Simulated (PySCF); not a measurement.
Working out the ionisation energy of Be

Be [He] 2s2 (1S) → Be⁺ [He] 2s1 (2S). Calculation: PySCF 2.14, in aug-cc-pCVDZ (5s4p2d, 27 functions); no relativity, point nucleus. Frozen: nothing. Energies in hartree (1 hartree = 27.21139 eV):

| part | Be (lower) | Be⁺ (upper) |
| --- | --- | --- |
| UHF | -14.572379 | -14.276618 |
| MP2 opposite-spin | -0.057152 | -0.030614 |
| MP2 same-spin | -0.000617 | -0.000384 |

Problem. What does Hartree-Fock give?

Solution. (-14.276618) − (-14.572379) = 0.295761 hartree = 8.048 eV.

Problem. What do MP2 and SCS-MP2 (6/5 opposite-spin, 1/3 same-spin) give?

Solution. The opposite-spin parts differ by 0.722 eV and the same-spin parts by 0.006 eV. MP2: 8.048 + (0.722) + (0.006) = 8.776 eV. SCS-MP2: 8.048 + 1.2 × (0.722) + (0.006)/3 = 8.916 eV.

Measured between the centres of the two terms (NIST): 9.323 eV, so MP2 (valence and next inner shell) is off by -0.547 eV.

A double-zeta basis recovers only part of the correlation energy.

What remains against the reference includes basis incompleteness and correlation beyond second order.
